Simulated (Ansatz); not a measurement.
Two shapes of singlet C2H2O2.

Shape 1:

```xyz
6

C    -0.0351   -0.0026   -0.7365
C    -0.0328   -0.0217    0.7973
O    -0.0158    1.0540   -1.3110
O     0.0160   -1.0932    1.3198
H    -0.0497   -0.9753   -1.2493
H    -0.0296    0.9972    1.2889
```

Shape 2:

```xyz
6

C     0.0000    0.0263   -0.8204
C     0.0000   -0.0263    0.8204
O     0.0000    1.1494   -1.4659
O     0.0000   -1.1494    1.4659
H     0.0000   -1.0585   -1.3526
H     0.0000    1.0585    1.3526
```

Basis set: cc-pVDZ (spherical functions). Frozen core: 4 orbitals. Charge 0, multiplicity 1.

Computed with Ansatz (development build ahead of 0.2.0); each method stands on the lowest determinant of its kind that the runs found.

Problem. Which shape is lower in energy, and by how much in each method?

Solution.

```tsv
method	E(2) − E(1) (eV)
RHF	1.672
RHF-MP2	0.744
```

Shape 1 is lower. Caution: in another basis set an unrestricted determinant lies well below.
